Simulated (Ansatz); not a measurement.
**C2H5NOS: small, medium and large basis sets**

One table from this session's results is given with a row withheld; the runs are named, their logs left out.

Computed with Ansatz 0.2.0, Gaussian basis. Level: one geometry, several basis sets.

Levels to be run: PBE0-D4/def2-SVP; ωB97M-V/def2-SVP; PBE0-D4/def2-QZVPP; ωB97M-V/def2-QZVPP; the functionals' def2-TZVPP values are taken from earlier runs.

### The geometry

The geometry comes from an earlier relaxation with PBE0-D4 in a triple-zeta def2 set; it is a stationary point, not always the lowest conformer.

10 atoms, charge 0, spin multiplicity 1.

Atoms are counted from 1 here; the program's logs count them from 0.

Bond lengths: N1–C2 1.258 Å, N1–H6 1.019 Å, C2–S3 1.768 Å, C2–H7 1.093 Å, S3–C4 1.807 Å, C4–O5 1.397 Å, C4–H8 1.096 Å, C4–H9 1.092 Å, O5–H10 0.962 Å. Angles: C2–N1–H6 113.0°, N1–C2–S3 130.4°, N1–C2–H7 119.5°, S3–C2–H7 110.1°, C2–S3–C4 101.3°, S3–C4–O5 115.2°, S3–C4–H8 104.5°, S3–C4–H9 108.6°, O5–C4–H8 112.9°, O5–C4–H9 106.8°, H8–C4–H9 108.5°, C4–O5–H10 108.8°.

The first run:

File in.yaml:

```yaml
crystal:
  periodic: [false, false, false]
  atoms:
    - {symbol: N, position_ang: [1.091466, 1.488280, 0.590379]}
    - {symbol: C, position_ang: [1.536288, 0.312494, 0.541553]}
    - {symbol: S, position_ang: [0.735356, -1.197298, 0.089331]}
    - {symbol: C, position_ang: [-0.983803, -0.658531, -0.046699]}
    - {symbol: O, position_ang: [-1.249816, 0.221734, -1.098008]}
    - {symbol: H, position_ang: [0.126391, 1.562692, 0.270568]}
    - {symbol: H, position_ang: [2.577106, 0.119780, 0.812269]}
    - {symbol: H, position_ang: [-1.559152, -1.588539, -0.114274]}
    - {symbol: H, position_ang: [-1.262332, -0.144119, 0.874828]}
    - {symbol: H, position_ang: [-0.928404, -0.167591, -1.917147]}
basis:
  gaussian: {orbitals: def2-SVP}
hamiltonian: {xc: pbe0, dispersion: d4}
output: {orbitals: {seedname: orbitals}}
```

Steps of the session up to this table: PBE0-D4 in def2-SVP; ωB97M-V in def2-SVP; PBE0-D4 in def2-QZVPP; ωB97M-V in def2-QZVPP.

One of the session's tables, all rows but one given; the rest of the session is left out.

It belongs to the step «Density functionals: the series». 

| functional | basis | HOMO (eV) | LUMO (eV) |
| --- | --- | --- | --- |
| PBE0-D4 | def2-SVP | ? | ? |
| PBE0-D4 | def2-TZVPP | -7.36 | -0.44 |
| PBE0-D4 | def2-QZVPP | -7.40 | -0.56 |
| ωB97M-V | def2-SVP | -9.36 | 2.19 |
| ωB97M-V | def2-TZVPP | -9.51 | 1.65 |
| ωB97M-V | def2-QZVPP | -9.55 | 1.30 |

Q: Estimate the row for PBE0-D4, def2-SVP from the others.

The run gave: HOMO (eV): -7.24; LUMO (eV): -0.09. In the column «HOMO (eV)» it is the highest.
